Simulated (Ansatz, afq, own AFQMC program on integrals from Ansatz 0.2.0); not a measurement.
Integrals from Ansatz 0.2.0, then the random walk in our own AFQMC program (afq).

```yaml
crystal:
  periodic: [false, false, false]
  atoms:
    - {symbol: Cu, position_ang: [0.000000, 0.000000, 0.000000]}
basis:
  gaussian: {orbitals: def2-SVP}
total_charge: 1
magnetization: {spin_polarized: true, initial_magnetization: 2}
correlation: {method: ccsd_t, electrons: outside_noble_gas, hamiltonian_folder: ham}
```

```sh
$ ansatz run in.yaml --threads 1 --pin off --events-out ev --progress --plain --max-ram 24576MiB --backend cuda --devices 0, --max-vram 18GiB
```

afq runs on the folder ham with

```
--method phaseless --trial cisd --walkers 4000 --populations 20 --least-time 60 --time-step 0.005 --steps-per-block 50 --equilibration-blocks 40 --max-blocks 4000 --target-error 0.00019 --factor-cut 1e-05 --start spin_pure --seed 7369 --release-times 0.24,0.6,1.2,2,3,4.2 --release-step 0.04 --release-every 3 --taylor-order 6
```

Times are imaginary, in 1/Eh. The walk had a cap of 171 s. With eight or more populations the least sampling time is a fifth of least-time, and the error comes from their spread.

Output of the walk:

```
orbitals 22  electrons 6 4  factors 180 of 237
reference energy -1638.40642609 Eh
CCSD correlation -0.17347794 Eh in 9 cycles, weight of the determinant in the CISD state 0.9701
energy of the start -1638.579906 Eh
 block  time / (1/Eh)  mean weight  energy / Eh
     1     0.250  0.9997  -1638.581548
     2     0.500  1.0005  -1638.583404
     3     0.750  1.0001  -1638.584165
     4     1.000  1.0002  -1638.584134
     5     1.250  0.9998  -1638.584201
     8     2.000  0.9996  -1638.584124
    11     2.750  0.9996  -1638.584413
    17     4.250  1.0002  -1638.584398
    23     5.750  0.9999  -1638.584044
    29     7.250  1.0000  -1638.584442
    33     8.250  0.9996  -1638.585370
    35     8.750  1.0001  -1638.585037
    41    10.250  1.0004  -1638.584438
    47    11.750  1.0002  -1638.584739
    53    13.250  1.0003  -1638.584631
    59    14.750  0.9995  -1638.584928
    65    16.250  1.0001  -1638.584695
    71    17.750  1.0001  -1638.584512
    77    19.250  0.9996  -1638.584764
    83    20.750  1.0001  -1638.584580
    89    22.250  1.0003  -1638.584730
error from the spread of 20 populations
released: time / (1/Eh)  energy / Eh  error  mean overlap
  0.24  -1638.584645  0.000055  0.9974
  0.60  -1638.584530  0.000077  0.9979
  1.20  -1638.584758  0.000073  0.9916
  2.00  -1638.571020  0.013744  0.9843
  3.00  -1638.584666  0.000192  0.9702
  4.20  -1638.584811  0.000232  0.9523
energy -1638.584651 +/- 0.000064 Eh
(rows thinned)
```

The run passed its tests (sampling time, drift between the halves within three errors, error under three times the target), which doesn't prove that it has relaxed.

Against this walk (error 1.7 meV) on the same determinant: CCSD(T) 27.3 meV lower, CCSDT(Q) 2.5 meV higher (within the noise), CCSDTQ 3.6 meV lower, full CI 0.4 meV lower (within the noise). The error is statistical and leaves out the bias of the constraint. The released energies have errors that jump between times, so the bars are unsure (meV from the phaseless value at times in 1/Eh: 3.3 ± 2.1 at 0.60, -2.9 ± 2.0 at 1.20, 371 ± 374 at 2.00, 0 ± 5 at 3.00, -4 ± 6 at 4.20), so they give no level.

Cautions: constraint bias not in the error; no relativity below Rb; outer-core shells of the metal frozen; another spin lies lower (by 3.28 eV).

The walk took 28 s on 1 × NVIDIA H100 80GB HBM3 with 2 threads of AMD EPYC 7R13 Processor (Zen 3) (shared host) (the card was shared). The log's last line is the phaseless energy.

CCSDT and higher add their correlation energy to the determinant of the CCSD(T) run, since their own runs factorise the integrals more tightly (a shift of under 2 meV). A walk keeps the symmetry of its determinant, which the program's search chose and which needn't be the lowest solution, so a lower state of the same spin and another symmetry isn't excluded.
